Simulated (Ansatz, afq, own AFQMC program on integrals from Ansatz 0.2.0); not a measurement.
## Where AFQMC and coupled cluster stand for SiNH5, triplet

```xyz
7

Si   -0.9418    0.0215    0.0000
H    -1.4367    1.4212    0.0000
H    -1.4367   -0.6784    1.2122
H    -1.4367   -0.6784   -1.2122
H     0.7702    0.0215    0.0000
N     1.9812    0.0215    0.0000
H     2.2503   -0.9828    0.0000
```

Basis cc-pVDZ. Noble-gas cores (and the filled d shells of Ga–Kr and In–Xe) are frozen. AFQMC by an in-house program on the Cholesky factors that Ansatz 0.2.0 writes for its CCSD(T) run. The CISD trial takes its coefficients from CCSD amplitudes. Released means that phaseless walkers are propagated on without the constraint, phases kept. ± is one standard error of the sampling.

Determinant: UHF, the one that the program's search chose, which needn't be the lowest solution. The geometry is a point of a scan.

No full CI on the walks' own integrals is used here; CCSDT(Q) serves as the reference and is uncertain by about the last step of the cluster series.

Cautions: lower spins were not checked.

```
T1 diagnostic                               : 0.0164
weight of the determinant in the CISD state : 0.870
⟨S²⟩ of the determinant                     : 2.044
size of the correlated space                : 14 electrons in 51 orbitals
```

| level | correlation energy (eV) |
| --- | --- |
| MP2 | -6.6973 |
| CCSD | -8.0177 |
| CCSD(T) | -8.1932 |

Question: Estimate where AFQMC with the constraint released lies against CCSD(T) on the same integrals.

Answer: 1.57 ± 0.16 mEh below CCSD(T).

Reference: CCSDT(Q), correlation energy -8.236 eV. The released energy is read at 2.40 1/Eh (meV from the phaseless value at times in 1/Eh: -5 ± 3 at 0.24, -7 ± 3 at 0.51, -9 ± 3 at 0.99, -7 ± 3 at 1.62, -8 ± 4 at 2.40).

```json
{"level": "CCSD(T)", "E − E(reference) (mEh)": "1.59", "share of correlation (%)": "99.48"}
{"level": "CCSDT", "E − E(reference) (mEh)": "0.40", "share of correlation (%)": "99.87"}
{"level": "ph-AFQMC/CISD", "E − E(reference) (mEh)": "0.30 ± 0.11", "share of correlation (%)": "99.90"}
{"level": "released AFQMC", "E − E(reference) (mEh)": "0.01 ± 0.16", "share of correlation (%)": "100.00"}
```

A walk keeps the symmetry of its determinant, which the program's search chose and which needn't be the lowest solution, so a lower state of the same spin and another symmetry isn't excluded. Released energies are given only where the last usable release times agree within the noise; a slower fall can still hide under it.
